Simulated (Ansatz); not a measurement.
Reaction: C2H3N (SMILES CC#N) → C2H3N (SMILES [C-]#[N+]C)
Each species at its own B3LYP-D3(BJ)/def2-TZVP minimum (Ansatz, a quantum-chemistry and plane-wave program).

Wanted: isomerisation energy (electronic), in kcal/mol. Open shells are spin-unrestricted; no spin-orbit coupling. CBS(X,Y): correlation extrapolated as X^-3, Hartree-Fock from the larger set (Q,5: extrapolated as (X+1)exp(-9√X)). A bracket is a step between two methods taken in the basis named. The functionals are non-relativistic, so their misses hold any scalar relativity. Double hybrids freeze cores in their MP2 part. 'core' is core correlation in cc-pwCVTZ, 'X2C' scalar relativity in cc-pVTZ-DK, both at CCSD(T).

CCSD(T)/CBS(cc-pVQZ,cc-pV5Z) + [CCSDT(Q) - CCSD(T)]/cc-pVDZ + core + X2C (Ansatz) gives 24.7 kcal/mol.

Problem. How far off this value is PBE/def2-TZVPD (Ansatz), in which direction, and which of these levels come nearer: r2SCAN/def2-TZVPD, B3LYP/def2-TZVPD, PBE0/def2-TZVPD, wB97M-V/def2-TZVPD, B2PLYP/def2-TZVPD, CCSD(T)/CBS(cc-pVQZ,cc-pV5Z) + core + X2C?

Solution. PBE gives 24.9 kcal/mol, 0.2 kcal/mol above it. Differences of the others: r2SCAN/def2-TZVPD (Ansatz) 0.1; B3LYP/def2-TZVPD (Ansatz) -1.2; PBE0/def2-TZVPD (Ansatz) -0.6; wB97M-V/def2-TZVPD (Ansatz) -2.2; B2PLYP/def2-TZVPD (Ansatz) 0.0; CCSD(T)/CBS(cc-pVQZ,cc-pV5Z) + core + X2C (Ansatz) -0.1 kcal/mol. Nearer than PBE: r2SCAN/def2-TZVPD, B2PLYP/def2-TZVPD, CCSD(T)/CBS(cc-pVQZ,cc-pV5Z) + core + X2C.
